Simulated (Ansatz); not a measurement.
Results of PBEsol-D3(BJ) (Ansatz, a first-principles code, plane waves, PAW) for α-phase Ga.

Numerical settings: plane-wave cutoff 520 eV, 14×14×12 k mesh (along the axes of the cell as run), Fermi–Dirac smearing 0.05 eV, scalar-relativistic PAW data made under PBE.

Computed points:

```tsv
V (Å³/atom)	E − E_lowest (meV/atom)
17.571	6.83
17.937	1.64
18.303	0.00
18.670	1.52
19.036	5.83
```

Task: What bulk modulus B0 and pressure derivative B′ does a third-order Birch–Murnaghan fit give?

Result: V0 = 18.303 Å³/atom, B0 = 68.9 GPa, B′ = 5.1 (fit to the energies at full precision).

Shape and atoms are relaxed at each volume.

Note: the bulk modulus comes from volumes at which shape and atoms were relaxed.
